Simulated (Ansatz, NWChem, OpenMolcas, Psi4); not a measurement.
# Worked example: HNO → H + NO

Species: HNO (nitroxyl) `N=O`, singlet; H atom, doublet; NO (nitric oxide), doublet. 

Shapes, held fixed at every level: PBE0-D4/def2-TZVP. Programs: Ansatz 0.2.0, NWChem 7.3.0, OpenMolcas 26.06, Psi4 1.11. A level may come from different programs for different species; with the same settings they agree closely. The zero-point and thermal change to 298 K, harmonic and unscaled (PBE0-D4/def2-TZVP), is -19.9 kJ/mol.

At B3LYP/def2-TZVPPD; 1 Eh = 2625.50 kJ/mol:

| species | energy (Eh) |
| --- | --- |
| HNO | -130.532031 |
| H | -0.502154 |
| NO | -129.947786 |

**Question.** Work out ΔH(298 K) of the reaction at this level.

**Answer.** 
1. Products less reactants: (-0.502154) + (-129.947786) − [(-130.532031)] = 0.082091 Eh = +215.5 kJ/mol.
2. With the thermal change: +215.5 + (-19.9) = +195.6 kJ/mol.

Other levels give +88.3 (HF/def2-TZVPPD) to +241.8 kJ/mol (SVWN5/def2-TZVPPD). No measured value is set beside it here. Open shells run unrestricted unless RO is named.
